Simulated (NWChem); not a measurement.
System: nitrous oxide (N2O); SMILES N#[N+][O-]

NWChem input:

```
start job
memory heap 200 mb stack 900 mb global 1100 mb
geometry units angstroms noautoz
  N     -1.211038    -0.021966     0.019379
  N     -0.065419    -0.001185     0.001047
  O      1.121654     0.020344    -0.017948
end
basis spherical
  * library 6-31g*
end
dft
  xc slater pw91lda
  iterations 150
  mulliken
end
task dft energy
```

Geometry: optimised at PBE-D3(BJ)/def2-SVP.

Task: Give the results of this calculation. (LDA (Slater exchange, PW92)/6-31G* (spherical d).) Quantities: energy (Ha); highest occupied level (eV); orbital gap (eV); dipole (D).

Result: 
```
Property                      Result
---------------------------  -------
energy (Ha)                  -183.27
highest occupied level (eV)    -8.26
orbital gap (eV)                6.66
dipole (D)                      0.23
```
